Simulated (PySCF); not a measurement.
# C4H9P: the cost of one run

Programs: PySCF 2.14.0, with density-fitted response routines of our own. Each step states its level of theory. These are calculated values for one molecule in the gas phase, unless marked as measured. Atoms count from 0, in the outputs and in this text.

## Step 1: The starting structure

14 atoms, charge 0, multiplicity 1; geometry from: GFN2-xTB. The atoms were then displaced at random by about 0.01 Å, so the start is not that level's minimum.

Bonds of the start (Å): C0–C1 1.34, C1–P2 1.83, P2–C3 1.86, P2–C4 1.85, C0–H5 1.04, C0–H6 1.10, C1–H7 1.07, C3–H8 1.07, C3–H9 1.12, C3–H10 1.07, C4–H11 1.07, C4–H12 1.08, C4–H13 1.11.

## Step 2: Geometry optimisation at PBE0-D3(BJ)/def2-SVP

What the job is given:

```
{"job": {"xc": "PBE0", "basis": "def2-SVP", "d3": "d3bj", "grid": 1, "shake": 0.01, "kind": "geom"}, "charge": 0, "multiplicity": 1}
C      2.144460    -0.465370     0.018570
C      0.962940    -0.839400     0.521660
P     -0.459740     0.224100     0.964470
C     -0.225750     1.577640    -0.287110
C     -1.746860    -0.775880     0.093430
H      2.926310    -1.128030    -0.172200
H      2.327380     0.585660    -0.244740
H      0.840060    -1.868720     0.793410
H      0.530780     2.260750     0.042840
H     -1.194400     2.133170    -0.313410
H     -0.041420     1.164720    -1.258890
H     -1.468650    -0.952420    -0.928340
H     -1.899820    -1.708630     0.610410
H     -2.702450    -0.222680     0.152150
```

Run with:

```console
OMP_NUM_THREADS=1 python probes_run.py task.json out
```

This one command runs all jobs of the session in turn.

Q: Estimate the wall time and peak memory of this first job on 1 thread of Arm Neoverse V2, shared host.

About 35 s, with a peak of 0.51 GiB.
